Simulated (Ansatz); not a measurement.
Input for Ansatz (development build ahead of 0.2.0):

```yaml
crystal:
  periodic: [false, false, false]
  atoms:
    - { symbol: Na, position_ang: [0.0, 0.0, -1.53332] }
    - { symbol: Cl, position_ang: [0.0, 0.0, 0.99215] }
basis:
  gaussian: { orbitals: cc-pVTZ }
hamiltonian:
  xc: hf
correlation:
  method: mp2
  frozen_orbitals: { Cl: 5, Na: 1 }
```

The input is written out in the form of the current development build from the run's settings.

Results

```
Converged                       : yes
Reference energy                : -621.45212 hartree
Correlation energy              : -0.21200 hartree
Total energy                    : -621.66412 hartree
Spin squared of the determinant : 0.000
```
